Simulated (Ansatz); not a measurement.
## Ansatz (development build ahead of 0.2.0) run

```yaml
crystal:
  periodic: [false, false, false]
  atoms:
    - { symbol: "N", position_ang: [-0.2594, -0.1058, 0.5034] }
    - { symbol: H, position_ang: [-0.9809, -0.8532, 0.2438] }
    - { symbol: O, position_ang: [0.3496, 0.1993, -0.471] }
basis:
  gaussian: { orbitals: def2-SVP }
total_charge: 1
magnetization:
  spin_polarized: true
  initial_magnetization: 1
hamiltonian:
  xc: pbe0
output:
  forces: true
```

The input is written out in the form of the current development build from the run's settings.

Output:

| Quantity | Value |
| --- | --- |
| Converged | yes |
| Total energy | -129.84832 hartree |
| Spin squared of the determinant | 0.754 |
| Stability test | minimum |

Forces (eV/Å):
| atom | Fx | Fy | Fz |
| --- | --- | --- | --- |
| N1 | 3.299 | 1.384 | -6.265 |
| H2 | -0.533 | -0.299 | 0.738 |
| O3 | -2.766 | -1.085 | 5.527 |
